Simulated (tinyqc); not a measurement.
Inside a calculation. Method: MP2 on RHF in the sto-6g basis, for BH3, spin multiplicity 1. One step of it, computed by the program tinyqc.

Problem. Second-order Moller-Plesset energy. E2 = sum_ijab (ia|jb) [2 (ia|jb) - (ib|ja)] / (e_i + e_j - e_a - e_b) over occupied i, j and virtual a, b; the opposite-spin part is (ia|jb)^2 / denominator, the rest is same-spin, and SCS-MP2 scales them by 6/5 and 1/3.

orbital energies (hartree): [-7.522348, -0.691901, -0.486777, -0.486777, 0.229302, 0.775971, 0.808027, 0.808032]

Two-electron integrals over orbitals (pq|rs), unique and non-zero (hartree):
```
(11|11) 2.897779    (21|11) -0.255791   (21|21) 0.035801    (22|11) 0.613865
(22|21) -0.009016   (22|22) 0.451601    (31|11) 0.000010    (31|21) -9.70e-07
(31|22) 1.81e-06    (31|31) 0.008076    (32|11) 1.79e-06    (32|21) 8.99e-07
(32|22) 0.000014    (32|31) 0.013850    (32|32) 0.123646    (33|11) 0.563060
(33|21) -0.003671   (33|22) 0.450358    (33|31) 0.004438    (33|32) 0.062703
(33|33) 0.504743    (41|41) 0.008076    (42|41) 0.013850    (42|42) 0.123637
(43|41) -0.004439   (43|42) -0.062713   (43|43) 0.048720    (44|11) 0.563053
(44|21) -0.003671   (44|22) 0.450344    (44|31) -0.004438   (44|32) -0.062708
(44|33) 0.407328    (44|44) 0.504749    (51|11) -0.012790   (51|21) 0.001614
(51|22) -0.001183   (51|31) -7.63e-08   (51|33) -0.000575   (51|44) -0.000575
(51|51) 0.022281    (52|11) 0.005816    (52|21) -0.000581   (52|22) -0.001838
(52|31) 1.90e-08    (52|32) 6.19e-09    (52|33) -0.001024   (52|44) -0.001024
(52|51) 0.021116    (52|52) 0.069710    (53|11) -5.55e-07   (53|21) 4.02e-08
(53|22) -8.89e-08   (53|31) 0.000211    (53|32) -0.000971   (53|33) -0.001027
(53|44) 0.001027    (53|51) -8.81e-07   (53|52) -1.95e-06   (53|53) 0.018924
(54|41) 0.000211    (54|42) -0.000971   (54|43) 0.001027    (54|54) 0.018923
(55|11) 0.742892    (55|21) -0.009660   (55|22) 0.468069    (55|31) 3.32e-07
(55|32) 1.22e-06    (55|33) 0.444738    (55|44) 0.444734    (55|51) 0.001672
(55|52) 0.007976    (55|53) -5.55e-07   (55|55) 0.587349    (61|11) -0.294650
(61|21) 0.042652    (61|22) -0.009675   (61|31) -0.000017   (61|32) -0.000022
(61|33) -0.003682   (61|44) -0.003670   (61|51) 0.000962    (61|52) -0.001481
(61|53) -3.86e-07   (61|55) -0.007426   (61|61) 0.051125    (62|11) 0.219374
(62|21) -0.010742   (62|22) 0.039801    (62|31) -0.000008   (62|32) 3.34e-06
(62|33) 0.021672    (62|44) 0.021616    (62|51) -0.001435   (62|52) -0.000695
(62|53) -2.25e-06   (62|55) 0.103921    (62|61) -0.011026   (62|62) 0.069463
(63|11) -0.000231   (63|21) 0.000007    (63|22) -0.000054   (63|31) 0.003287
(63|32) -0.042028   (63|33) -0.039099   (63|44) 0.039034    (63|51) -7.64e-08
(63|52) -3.86e-06   (63|53) 0.001229    (63|55) -0.000108   (63|61) -7.19e-07
(63|62) -0.000123   (63|63) 0.056830    (64|41) 0.003278    (64|42) -0.042146
(64|43) 0.039123    (64|54) 0.001231    (64|64) 0.056960    (65|11) -0.005352
(65|21) -0.000308   (65|22) -0.003612   (65|31) -8.08e-07   (65|32) -0.000005
(65|33) -0.001689   (65|44) -0.001684   (65|51) 0.024208    (65|52) 0.066820
(65|53) -0.000021   (65|55) 0.001506    (65|61) -0.001441   (65|62) -0.005175
(65|63) 2.84e-06    (65|65) 0.071222    (66|11) 0.652965    (66|21) -0.013589
(66|22) 0.451644    (66|31) -0.000030   (66|32) -0.000239   (66|33) 0.451763
(66|44) 0.452010    (66|51) -0.003103   (66|52) -0.006359   (66|53) 3.07e-06
(66|55) 0.472655    (66|61) -0.014260   (66|62) 0.029514    (66|63) 0.000066
(66|65) -0.008021   (66|66) 0.472601    (71|41) 0.014068    (71|42) 0.020264
(71|43) -0.005397   (71|54) 0.000419    (71|64) 0.006204    (71|71) 0.024860
(72|41) 0.007453    (72|42) -0.005287   (72|43) 0.026440    (72|54) 0.002033
(72|64) 0.045498    (72|71) 0.012587    (72|72) 0.048897    (73|41) 0.003908
(73|42) 0.054388    (73|43) -0.023656   (73|54) -0.000935   (73|64) -0.029443
(73|71) 0.006180    (73|72) -0.009122   (73|73) 0.038196    (74|11) 0.200116
(74|21) -0.005672   (74|22) 0.043603    (74|31) 0.003909    (74|32) 0.054389
(74|33) 0.053387    (74|44) 0.006084    (74|51) 0.000126    (74|52) 0.003544
(74|53) -0.000935   (74|55) 0.092673    (74|61) -0.005140   (74|62) 0.065508
(74|63) -0.029443   (74|65) -0.000710   (74|66) 0.028042    (74|74) 0.104155
(75|41) 0.000744    (75|42) 0.004781    (75|43) -0.002181   (75|54) 0.016215
(75|64) -0.001569   (75|71) 0.001211    (75|72) 0.000673    (75|73) 0.002089
(75|75) 0.019866    (76|41) 0.013804    (76|42) 0.109749    (76|43) -0.056697
(76|54) -0.001290   (76|64) -0.044916   (76|71) 0.021205    (76|72) -0.011360
(76|73) 0.054888    (76|75) 0.004258    (76|76) 0.111399    (77|11) 0.694971
(77|21) -0.010043   (77|22) 0.467586    (77|31) 0.001023    (77|32) -0.027328
(77|33) 0.437354    (77|44) 0.501560    (77|51) -0.000341   (77|52) 0.001113
(77|53) 0.001273    (77|55) 0.482546    (77|61) -0.009710   (77|62) 0.042590
(77|63) 0.036659    (77|65) -0.000664   (77|66) 0.478735    (77|74) 0.039994
(77|77) 0.539062    (81|11) -0.000326   (81|21) 0.000048    (81|22) -0.000009
(81|31) 0.014068    (81|32) 0.020264    (81|33) 0.005391    (81|44) -0.005400
(81|51) 1.06e-06    (81|52) -1.61e-06   (81|53) 0.000419    (81|55) -0.000008
(81|61) 0.000030    (81|62) -0.000026   (81|63) 0.006218    (81|65) -2.90e-06
(81|66) -0.000062   (81|74) 0.006175    (81|77) 0.002953    (81|81) 0.024860
(82|11) 0.000250    (82|21) -0.000012   (82|22) 0.000045    (82|31) 0.007452
(82|32) -0.005295   (82|33) -0.026417   (82|44) 0.026467    (82|51) -1.56e-06
(82|52) -4.98e-07   (82|53) 0.002033    (82|55) 0.000118    (82|61) -0.000026
(82|62) 0.000027    (82|63) 0.045481    (82|65) -0.000006   (82|66) 0.000059
(82|74) -0.009049   (82|77) 0.032228    (82|81) 0.012586    (82|82) 0.048899
(83|11) 0.200111    (83|21) -0.005673   (83|22) 0.043590    (83|31) -0.003906
(83|32) -0.054438   (83|33) 0.006044    (83|44) 0.053429    (83|51) 0.000126
(83|52) 0.003544    (83|53) 0.000935    (83|55) 0.092670    (83|61) -0.005127
(83|62) 0.065490    (83|63) 0.029346    (83|65) -0.000705   (83|66) 0.028281
(83|74) 0.032629    (83|77) 0.062272    (83|81) -0.006180   (83|82) 0.009245
(83|83) 0.104220    (84|41) 0.003912    (84|42) 0.054342    (84|43) -0.023613
(84|54) -0.000933   (84|64) -0.029384   (84|71) 0.006187    (84|72) -0.009070
(84|73) 0.033267    (84|75) 0.002088    (84|76) 0.054839    (84|84) 0.038131
(85|11) -0.000006   (85|21) -3.03e-07   (85|22) -3.48e-06   (85|31) 0.000744
(85|32) 0.004781    (85|33) 0.002178    (85|44) -0.002182   (85|51) 0.000027
(85|52) 0.000075    (85|53) 0.016215    (85|55) 1.84e-06    (85|61) -2.91e-06
(85|62) -0.000006   (85|63) -0.001564   (85|65) 0.000057    (85|66) -0.000018
(85|74) 0.002089    (85|77) -0.000580   (85|81) 0.001211    (85|82) 0.000673
(85|83) -0.002092   (85|85) 0.019865    (86|11) -0.000040   (86|21) -3.41e-06
(86|22) -0.000005   (86|31) 0.013806    (86|32) 0.109693    (86|33) 0.056594
(86|44) -0.056637   (86|51) -3.05e-06   (86|52) -0.000008   (86|53) -0.001287
(86|55) -0.000008   (86|61) -0.000028   (86|62) -3.39e-06   (86|63) -0.044713
(86|65) -0.000013   (86|66) -0.000249   (86|74) 0.054837    (86|77) -0.028572
(86|81) 0.021211    (86|82) -0.011294   (86|83) -0.054938   (86|85) 0.004256
(86|86) 0.111271    (87|41) 0.001037    (87|42) -0.027207   (87|43) 0.032044
(87|54) 0.001272    (87|64) 0.036693    (87|71) 0.002987    (87|72) 0.032165
(87|73) -0.011062   (87|75) -0.000575   (87|76) -0.028499   (87|84) -0.011020
(87|87) 0.034244    (88|11) 0.694970    (88|21) -0.010043   (88|22) 0.467591
(88|31) -0.000991   (88|32) 0.027574    (88|33) 0.501685    (88|44) 0.437224
(88|51) -0.000341   (88|52) 0.001113    (88|53) -0.001276   (88|55) 0.482547
(88|61) -0.009704   (88|62) 0.042658    (88|63) -0.036876   (88|65) -0.000666
(88|66) 0.478609    (88|74) 0.062357    (88|77) 0.470385    (88|81) -0.002928
(88|82) -0.032156   (88|83) 0.039832    (88|85) 0.000588    (88|86) 0.028764
(88|88) 0.539189
```

Hartree-Fock energy = -26.32851872 hartree

Give: Terms; Pair energies; MP2 correlation energy; SCS-MP2 correlation energy; MP2 total energy.

Solution.

Terms (the 40 largest of 136):
```
i  j  a  b  (ia|jb)  (ib|ja)  denominator       term
3  3  8  8    0.104    0.104       -2.590  -4.19e-03
4  4  7  7    0.104    0.104       -2.590  -4.19e-03
2  2  5  5    0.070    0.070       -1.842  -2.64e-03
2  4  6  7    0.066    0.045       -2.763  -2.03e-03
4  2  7  6    0.066    0.045       -2.763  -2.03e-03
3  2  8  6    0.065    0.045       -2.763  -2.03e-03
2  3  6  8    0.065    0.045       -2.763  -2.03e-03
2  2  6  6    0.069    0.069       -2.936  -1.64e-03
4  4  6  6    0.057    0.057       -2.525  -1.28e-03
3  3  6  6    0.057    0.057       -2.525  -1.28e-03
2  2  8  8    0.049    0.049       -3.000  -7.97e-04
2  2  7  7    0.049    0.049       -3.000  -7.97e-04
3  3  7  7    0.038    0.038       -2.590  -5.63e-04
4  4  8  8    0.038    0.038       -2.590  -5.61e-04
3  4  7  8    0.033    0.033       -2.590  -4.36e-04
4  3  8  7    0.033    0.033       -2.590  -4.36e-04
4  2  6  7    0.045    0.066       -2.763  -4.20e-04
2  4  7  6    0.045    0.066       -2.763  -4.20e-04
2  3  8  6    0.045    0.065       -2.763  -4.19e-04
3  2  6  8    0.045    0.065       -2.763  -4.19e-04
4  3  7  8    0.033    0.033       -2.590  -4.03e-04
3  4  8  7    0.033    0.033       -2.590  -4.03e-04
3  4  6  7   -0.029   -0.029       -2.558  -3.39e-04
4  3  7  6   -0.029   -0.029       -2.558  -3.39e-04
4  3  6  7   -0.029   -0.029       -2.558  -3.39e-04
3  4  7  6   -0.029   -0.029       -2.558  -3.39e-04
4  4  8  6   -0.029   -0.029       -2.558  -3.38e-04
4  4  6  8   -0.029   -0.029       -2.558  -3.38e-04
3  3  6  8    0.029    0.029       -2.558  -3.37e-04
3  3  8  6    0.029    0.029       -2.558  -3.37e-04
3  3  5  5    0.019    0.019       -1.432  -2.50e-04
4  4  5  5    0.019    0.019       -1.432  -2.50e-04
1  1  6  6    0.051    0.051      -16.597  -1.57e-04
2  1  5  5    0.021    0.021       -8.673  -5.14e-05
1  2  5  5    0.021    0.021       -8.673  -5.14e-05
1  1  7  7    0.025    0.025      -16.661  -3.71e-05
1  1  8  8    0.025    0.025      -16.661  -3.71e-05
1  1  5  5    0.022    0.022      -15.503  -3.20e-05
2  3  8  8    0.009    0.009       -2.795  -3.06e-05
3  2  8  8    0.009    0.009       -2.795  -3.06e-05
```

Pair energies (hartree; pair i-j sums ij and ji):
```
pair  opposite spin  same spin
1-1       -2.64e-04          0
2-1       -1.93e-04  -4.59e-10
2-2          -0.006          0
3-1       -2.95e-05  -2.69e-05
3-2       -4.74e-03  -2.92e-04
3-3          -0.007          0
4-1       -2.95e-05  -2.68e-05
4-2       -4.74e-03  -2.92e-04
4-3       -3.03e-03  -3.14e-07
4-4          -0.007          0
```

MP2 correlation energy = -0.03347 hartree

SCS-MP2 correlation energy = -0.03961 hartree

MP2 total energy = -26.36198 hartree
